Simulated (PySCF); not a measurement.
# XPS shifts beside NMR shieldings

Compound: C4H6NO (charge +1).
Cartesian coordinates in Å at the GFN2-xTB level; atoms count from 1:
```
atom  x, y, z in Å
C1    -1.656   -0.204    0.134
N2    -0.250    0.059    0.007
C3     0.741   -0.887    0.009
C4     1.910   -0.209   -0.123
O5     1.629    1.100   -0.202
C6     0.339    1.234   -0.122
H7    -1.875   -0.592    1.131
H8    -1.961   -0.951   -0.599
H9    -2.225    0.709   -0.025
H10    0.545   -1.937    0.101
H11    2.934   -0.526   -0.171
H12   -0.129    2.202   -0.163
```

Binding energies: delta-SCF UKS SCAN, pcX-2 on the ionised atom, pcseg-1 elsewhere, spin-free X2C (PySCF 2.14.0). Shieldings: GIAO PBE0/pcSseg-1, non-relativistic, same geometry.

| atom | isotropic shielding (ppm) |
| --- | --- |
| C1 | 151.5 |
| C3 | 54.4 |
| C4 | 32.4 |
| C6 | 29.0 |

Problem. What are the C 1s binding energies of these atoms?

Solution. 
```tsv
atom	environment	C 1s (eV)	isotropic shielding (ppm)
C3	aromatic CH next to a ring nitrogen	297.55	54.4
C1	N-methyl carbon	297.67	151.5
C4	aromatic CH next to a ring oxygen	298.03	32.4
C6	aromatic CH next to a ring nitrogen	299.35	29.0
```

Problem. Among the listed atoms, is the one with the highest binding energy also the least shielded?

Solution. Yes: C6 has both (299.35 eV, 29.0 ppm).

By binding energy: C3 < C1 < C4 < C6. By shielding: C6 < C4 < C3 < C1.

The species carries charge +1, so core ionisation leaves charge +2. Geometry: GFN2-xTB; no solvent, vibrations or thermal averaging.
